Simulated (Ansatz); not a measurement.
Basis-set extrapolation for C₂H₃NO (`C=CN=O`) (PBE0-D4/def2-TZVP geometry, frozen core, the Gaussian-basis code of Ansatz). Multiplicity 1, RHF reference.

```json
{"": "HF", "def2-TZVPP": "-206.762440", "def2-QZVPP": "-206.771835"}
{"": "MP2 correlation", "def2-TZVPP": "-0.743555", "def2-QZVPP": "-0.796217"}
{"": "CCSD(T) correlation", "def2-TZVPP": "-0.798499", "def2-QZVPP": "not run"}
```

Energies in hartree. Use E(X) = E(∞) + A·exp(−7.88·√X) for Hartree–Fock and E(X) = E(∞) + B·X^(−2.97) for correlation, with X = 3 and 4, and add CCSD(T) minus MP2 of the smaller set to the MP2 limit.

Q: What is the CCSD(T) energy at the basis-set limit?

A: HF limit: -206.771835 + (-0.009395) × 0.13774 = -206.77313. MP2 limit: -0.796217 + (-0.052662) × 0.74074 = -0.83523. Higher-order term: -0.798499 − (-0.743555) = -0.05494. Total: -207.66330 hartree, 64.2 kcal/mol below CCSD(T)/def2-TZVPP.
